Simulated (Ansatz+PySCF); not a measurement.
# singlet CH₂F₂: levels of theory in one basis

| atom | x (Å) | y (Å) | z (Å) |
| --- | --- | --- | --- |
| C | 0.5303 | 0.0000 | 0.0000 |
| H | 1.2005 | 0.6977 | 0.6977 |
| H | 1.2005 | -0.6977 | -0.6977 |
| F | -0.3102 | 0.8369 | -0.8369 |
| F | -0.3102 | -0.8369 | 0.8369 |

Basis set: def2-SVP (spherical functions). Left uncorrelated: 3 orbitals. Charge 0, multiplicity 1.

Computed with Ansatz (development build ahead of 0.2.0); each method stands on the lowest determinant of its kind that the runs found.

```
     method  E − E(RHF) (eV)  <S²> of the determinant
        RHF             0.00                     0.00
   RHF-CCSD           -14.60                        –
RHF-CCSD(T)           -14.90                        –
```

What does RHF-MP2 give on the same scale?

-14.10 eV.

Is a single determinant a sound starting point here?

By this sign, yes. Unrestricted orbitals gain 0.00 eV and <S²> is 0.00 against 0.00 for a pure state.
